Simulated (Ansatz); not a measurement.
A nudged elastic band was laid between two geometries of AlH2O (4 atoms, charge 0, multiplicity 2).

Method: UKS B3LYP-D4/def2-mTZVP in Ansatz.

```
movable images  : 7
climbing image  : yes
spring          : 5.0 eV/Å²
optimiser       : quadratic models (default)
start path      : through a guess of the saddle point
force threshold : 0.05 eV/Å
iteration limit : 60
end points      : relaxed
```

First end point:

```xyz
4
Properties=species:S:1:pos:R:3
O 0.380 -0.696 0.733
Al 0.207 0.918 0.188
H 0.041 -1.465 0.261
H -0.572 1.183 -1.201
```

Last end point:

```xyz
4
Properties=species:S:1:pos:R:3
O 0.031 -0.899 0.160
Al 0.160 0.811 0.122
H 0.393 -1.444 0.867
H -0.529 1.473 -1.169
```

(1) What changes between the two ends?

(2) What energy profile does the band end with?

(3) What is the geometry of the highest image?

(4) What are the harmonic wavenumbers there?

## Answers

(1) No bond is made or broken. The dihedral H3–O1–Al2–H4 goes from 0 to 180°.

(2) The forces met the threshold. The highest image is number 3 of 0 to 8, 9.0 kJ/mol above the first end and 14.9 kJ/mol above the last; the last end lies 5.8 kJ/mol below the first. A vibrational analysis at the climbing image gives one clearly imaginary mode, 403i cm⁻¹: a first-order saddle point.

```csv
image,path coordinate (Å),energy (kJ/mol),dihedral H3–O1–Al2–H4 (°)
0,0.00,0.0,0
1,0.20,2.2,23
2,0.39,6.7,54
3,0.58,9.0,86
4,0.73,7.5,108
5,0.87,3.5,128
6,1.01,-1.0,146
7,1.16,-4.5,163
8,1.30,-5.8,180
```

(3) 
```xyz
4
Properties=species:S:1:pos:R:3
O -0.029 -0.732 0.639
Al 0.151 0.889 0.140
H 0.456 -1.543 0.467
H -0.522 1.326 -1.266
```

(4) 403i, 450, 577, 830, 1738, 3904 cm⁻¹.

The run took 2.3 min on 1 CPU thread of a shared host.
